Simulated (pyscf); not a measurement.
Optimised with ωB97X-D3(BJ)/def2-SVP in PySCF. MP2 and CC: frozen core, UHF for open shells. ΔMP2 is the change of the MP2 total energy from the triple- to the quadruple-zeta basis.

SMILES: [Zn]([CH2]F)[Cl]
```xyz
6

F      1.8856    -0.4383    -0.4766
C      0.9111     0.2758     0.2114
Zn    -0.7483     0.4096    -0.8284
Cl    -2.5429     0.5659    -1.9270
H      0.7320    -0.2251     1.1804
H      1.3144     1.2783     0.4444
```

Task: What is the homolytic dissociation enthalpy (298 K, CCSD(T)/def2-TZVPP + ΔMP2(QZVPP)) of the C–F bond of `[F][CH2][Zn][Cl]`, to F• + •H₂C–Zn–Cl?

Result: C–F to F• + •H₂C–Zn–Cl: 101.2 kcal/mol. The radicals are drawn with the spin at the cut bond; how far it spreads was not checked. Other isomers of •H₂C–Zn–Cl were not searched in full and may lie lower. The CCSD(T) − MP2 part came from Ansatz, without density fitting, on the same reference. The frozen core leaves the outer d or s,p core shells of the metals and heavy elements correlated in the MP2 and CC values, and def2-TZVPP describes them poorly, which can shift differences by a few kcal/mol. Left out: the spin-orbit lowering of F. Elements up to Kr have no core potential and no relativistic terms here.
